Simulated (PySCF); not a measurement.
# SO⁺ at B3LYP

Level: B3LYP. basis S jorge-DZP-DKH, O jorge-DZP-DKH; spin-free X2C with a Gaussian nucleus; PySCF 2.14.

| Property | Result |
| --- | --- |
| state | ²Π (doublet), unpaired electrons π ↑ |
| bond length | 1.452 Å |
| harmonic wavenumber | 1311 cm⁻¹ |
| force constant | 10.8 mdyn/Å |
| rotational constant Be | 0.7500 cm⁻¹ |
| anharmonicity ωexe | 6.15 cm⁻¹ |
| vibration–rotation constant αe | 0.00509 cm⁻¹ |
| well depth De to S⁺ + O | 4.83 eV |
| dissociation energy D0 | 4.75 eV |
| bond order (Mayer) | 2.38 |
| dipole moment (positive dipole points towards O; it is taken about the centre of mass and depends on that origin) | -2.38 D |

For an ion De counts to the pair picked by the measured ionisation energies or electron affinities, which need not be the lowest pair at this level. The state was picked by a PBE0 search and need not be the measured ground state.
